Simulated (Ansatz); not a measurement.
# SiH₅O (doublet): from Hartree-Fock to the top rungs at distance O1–H3 along a hydrogen transfer = 1.196 Å, cc-pVDZ

The task here is to estimate one member of a computed series from the others.

Program: Ansatz 0.2.0, Gaussian basis. Level of theory: cc-pVDZ, core rule «outside noble gas», up to 6 orbitals frozen. These are calculated values, not measurements.

To be run: UHF; CCSD(T) on ROHF; CCSD(T) on UHF; BCCD(T) on ROHF; CISD; CCSDT(Q) on ROHF; CCSDT(Q) on UHF; CASSCF and MRCISD+Q, 3 electrons in 3 orbitals; CASSCF and NEVPT2, 3 electrons in 3 orbitals.

**What is computed**

The geometry derives from fragments relaxed apart (PBE0/def2-TZVP) and kept rigid, so it is no stationary point. A hydrogen atom is moved between rigid fragments.

7 atoms, charge 0, spin multiplicity 2.

Atoms are counted from 1 here; the program's logs count them from 0.

Bond lengths: O1–H2 0.960 Å, O1–H3 1.196 Å, H3–Si4 1.535 Å, Si4–H5 1.486 Å, Si4–H6 1.486 Å, Si4–H7 1.486 Å. Angles: H2–O1–H3 105.1°, O1–H3–Si4 180.0°, H3–Si4–H5 107.6°, H3–Si4–H6 107.6°, H3–Si4–H7 107.6°, H5–Si4–H6 111.3°, H5–Si4–H7 111.3°, H6–Si4–H7 111.3°.

Set-up of the first run:

File in.yaml:

```yaml
crystal:
  periodic: [false, false, false]
  atoms:
    - {symbol: O, position_ang: [-1.776593, -0.019012, 0.000000]}
    - {symbol: H, position_ang: [-2.025902, 0.907564, 0.000000]}
    - {symbol: H, position_ang: [-0.580593, -0.019012, 0.000000]}
    - {symbol: Si, position_ang: [0.954407, -0.019012, 0.000000]}
    - {symbol: H, position_ang: [1.404380, -1.435264, 0.000000]}
    - {symbol: H, position_ang: [1.404382, 0.689115, -1.226512]}
    - {symbol: H, position_ang: [1.404382, 0.689115, 1.226511]}
basis:
  gaussian: {orbitals: cc-pVDZ}
magnetization: {spin_polarized: true, initial_magnetization: 1}
hamiltonian: {xc: hf}
output: {orbitals: {seedname: orbitals}}
```

On the command line:

```bash
$ ansatz run in.yaml --threads 1 --pin off --events-out ev --progress --plain --max-ram 2816MiB --backend cpu
```

Among the steps run: UHF; CCSD(T) on ROHF; CCSD(T) on UHF; BCCD(T) on ROHF; CISD; CCSDT(Q) on ROHF; CCSDT(Q) on UHF; CASSCF and MRCISD+Q, 3 electrons in 3 orbitals; CASSCF and NEVPT2, 3 electrons in 3 orbitals.

One table of the session follows, with a row left open; its other results are not shown here.

| method | from UCCSDT(Q) (meV) |
| --- | --- |
| ROHF | +9829.9 |
| UHF | +9549.3 |
| RMP2 | +1202.9 |
| UMP2 | +1344.5 |
| CISD | +1141.8 |
| RCCSD | +246.0 |
| UCCSD | +235.6 |
| RCCSD(T) | +44.9 |
| UCCSD(T) | +45.9 |
| BCCD(T) | +44.5 |
| RCCSDT | +19.9 |
| UCCSDT | +18.7 |
| RCCSDT(Q) | ? |
| UCCSDT(Q) | 0 |
| CASSCF pair | +9131.2 |
| NEVPT2 pair | +1257.9 |
| MRCISD pair | +1008.6 |
| MRCISD+Q pair | +157.8 |

**Question.** Estimate the row for RCCSDT(Q).

The run gave: from UCCSDT(Q) (meV): +0.3. In the column «from UCCSDT(Q) (meV)» it lies between UCCSDT(Q) (0) and UCCSDT (+18.7).

Caveats from the session: Restricted and unrestricted rows rest on different reference determinants; where their highest levels disagree by more than a few hundredths of an eV, they describe different states and don't form one ladder.
